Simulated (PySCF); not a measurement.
**[AlH4]− (SMILES [AlH4-]) at B2PLYP/STO-3G**

Aim: the vertical singlet–triplet gap of [AlH4]− at B2PLYP/STO-3G, from 2 runs. Input form: a Python script.

The results are computed with PySCF 2.14.0.

11 further runs of the same task are left out: 11 set aside as unsound or not needed.

## Step 1: The structure to begin with

[AlH4]− has 5 atoms, charge -1, and is taken as a singlet. As SMILES, `[AlH4-]`. Geometry: a GFN2-xTB relaxation, a rough one for these elements and not checked as a minimum.

Bond lengths: Al1–H2 1.628 Å, Al1–H3 1.628 Å, Al1–H4 1.628 Å, Al1–H5 1.627 Å. Angles: H2–Al1–H3 109.4°, H2–Al1–H4 109.5°, H2–Al1–H5 109.4°, H3–Al1–H4 109.5°, H3–Al1–H5 109.4°, H4–Al1–H5 109.6°.

## Step 2: A single-point energy at B2PLYP/STO-3G

input.py reads:

```python
# [AlH4-]
from pyscf import gto, dft, mp

mol = gto.M(
    atom='''
Al  -0.000020   0.000060  -0.001080
H    1.443510  -0.504270   0.556410
H   -1.182970  -0.604500   0.939130
H   -0.203840  -0.517130  -1.530710
H   -0.056670   1.625850   0.036250
''',
    max_memory=1860,
    verbose=3,
    spin=0,
    charge=-1,
    basis='sto-3g',
)

mf = dft.RKS(mol)
mf.xc = '0.53*HF + 0.47*B88, 0.73*LYP'
mf.conv_tol = 1e-10
mf.grids.level = 5
mf.kernel()
if not mf.converged:
    mf = mf.newton().run(mf.mo_coeff, mf.mo_occ)

pt = mp.MP2(mf, frozen=5).run()
energy = mf.e_tot + 0.27 * pt.e_corr
print('PT2 part  %.8f' % (0.27 * pt.e_corr))
print('Final energy', energy)
```

The run is started by

```sh
$ OMP_NUM_THREADS=1 python input.py
```

Output:

```text
converged SCF energy = -241.573793418143
E(RMP2) = -241.627305861934  E_corr = -0.0535124437901411
E(SCS-RMP2) = -241.63726276645  E_corr = -0.06346934830627
PT2 part  -0.01444836
Final energy -241.58824177796683
```

Wall time 1.7 s (1 thread of Arm Neoverse V1, shared host); peak memory 0.17 GiB.

## Step 3: The triplet

calc.py reads:

```python
from pyscf import gto, dft, mp

mol = gto.M(
    atom='''
Al    -0.000020     0.000060    -0.001080
H      1.443510    -0.504270     0.556410
H     -1.182970    -0.604500     0.939130
H     -0.203840    -0.517130    -1.530710
H     -0.056670     1.625850     0.036250
''',
    verbose=3,
    max_memory=1860,
    basis='sto-3g',
    charge=-1,
    spin=2,
)

mf = dft.UKS(mol)
mf.xc = '0.53*HF + 0.47*B88, 0.73*LYP'
mf.conv_tol = 1e-10
mf.grids.level = 5
mf.kernel()
if not mf.converged:
    mf = mf.newton().run(mf.mo_coeff, mf.mo_occ)

pt = mp.MP2(mf, frozen=5).run()
energy = mf.e_tot + 0.27 * pt.e_corr
print('PT2 part  %.8f' % (0.27 * pt.e_corr))
print('E = %.10f Eh' % energy)
```

The run is started by

```sh
$ OMP_NUM_THREADS=1 python calc.py
```

Output:

```text
WARN: HOMO 0.255952799942726 >= LUMO -0.296050828835161

WARN: HOMO 0.497382896432266 >= LUMO 0.191952788545415

WARN: HOMO 0.496964013299057 >= LUMO 0.237473793554871

WARN: HOMO 0.490346240629632 >= LUMO 0.244221088735878

WARN: HOMO 0.490294330469698 >= LUMO 0.247446470495523

WARN: HOMO 0.490539828755947 >= LUMO 0.248542632697396

WARN: HOMO 0.490282620049099 >= LUMO 0.248882335821498

WARN: HOMO 0.490710607513917 >= LUMO 0.250121744128619

WARN: HOMO 0.491292737553056 >= LUMO 0.249443642463497

WARN: HOMO 0.491433633542816 >= LUMO 0.249255319152169

WARN: HOMO 0.49137237324442 >= LUMO 0.249335104480853

WARN: HOMO 0.491334822607062 >= LUMO 0.249392720585389

WARN: HOMO 0.49135146161859 >= LUMO 0.249322500209385

WARN: HOMO 0.491351818184544 >= LUMO 0.249329773497308

WARN: HOMO 0.491341801998099 >= LUMO 0.249340935333131

WARN: HOMO 0.491344913432829 >= LUMO 0.249336632859268

WARN: HOMO 0.49134487980368 >= LUMO 0.249336451137484

converged SCF energy = -241.118301392344  <S^2> = 2.002585  2S+1 = 3.0017229
E(UMP2) = -241.177491089651  E_corr = -0.0591896973062747
E(SCS-UMP2) = -241.188448341371  E_corr = -0.0701469490270023
PT2 part  -0.01598122
E = -241.1342826106 Eh
```

Run time: 4.2 s. Hardware: 1 thread of Arm Neoverse V1, shared host; peak memory 0.18 GiB.

## Step 4: Summary of results

At B2PLYP/STO-3G, 5 core orbitals frozen:

```
                                                         quantity          value
                                            singlet: total energy  -241.58824 Eh
                       singlet: HOMO energy (SCF part's orbitals)        0.82 eV
                       singlet: LUMO energy (SCF part's orbitals)       18.94 eV
   singlet: HOMO–LUMO gap (to an unbound level, set by the basis)       18.12 eV
                                            triplet: total energy  -241.13428 Eh
triplet: HOMO energy (SCF part's orbitals) (highest over α and β)       13.37 eV
                                                    triplet: ⟨S²⟩          2.003
                 vertical energy of the triplet above the singlet      12.353 eV
```

In words: At this shape the triplet lies 12.35 eV (285 kcal/mol) above the singlet. For an anion a state so high probably lies above electron detachment. In a minimal basis such a difference can be off by several eV, whatever the method. The HOMO (singlet) lies at positive energy, 0.82 eV; only total energies tell whether the electron is bound. Mulliken charges (triplet) run from -0.45 on H4 to +0.33 on Al1; they depend strongly on the basis. The HOMO (triplet) lies at positive energy, 13.37 eV; only total energies tell whether the electron is bound.
